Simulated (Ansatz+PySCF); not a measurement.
singlet BH: levels of theory in one basis

```xyz
2

B     0.0000    0.0000   -0.2087
H     0.0000    0.0000    1.0436
```

Basis set: def2-SVP (spherical functions). Correlated methods keep 1 orbital frozen. Charge 0, multiplicity 1.

Computed with Ansatz (development build ahead of 0.2.0); each method stands on the lowest determinant of its kind that the runs found. NEVPT2 correlates all electrons. Active spaces start from the frontier orbitals, and the lowest solution found is given.

```csv
method,E − E(RHF) (eV),<S²> of the determinant
RHF,0.00,0.00
UHF,-0.18,0.48
RHF-MP2,-1.63,–
UHF-MP2,-1.52,0.48
RHF-CCSD,-2.35,–
UHF-CCSD,-2.35,0.48
RHF-CCSD(T),-2.39,–
UHF-CCSD(T),-2.39,0.48
full CI (lowest root of this spin),-2.41,–
"CASSCF(2,2)",-0.57,–
"SC-NEVPT2(4,5)",-2.10,–
"SC-NEVPT2(2,2)",-1.78,–
```

What does CASSCF(4,5) give on the same scale?

-1.44 eV.

Is a single determinant a sound starting point here?

Only with care. Unrestricted orbitals gain 0.18 eV and <S²> is 0.48 against 0.00 for a pure state, so spin symmetry breaks but gains little energy; restricted orbitals can still serve. The CASSCF(4,5) natural occupations are 1.98, 1.85, 0.07, 0.07, 0.02. The CASSCF(2,2) natural occupations are 1.90, 0.10.

Caution for UHF, UHF-MP2, UHF-CCSD, UHF-CCSD(T): the unrestricted determinant is spin contaminated; the determinant breaks the point group. Caution for UHF-MP2: another reference gives a lower total.
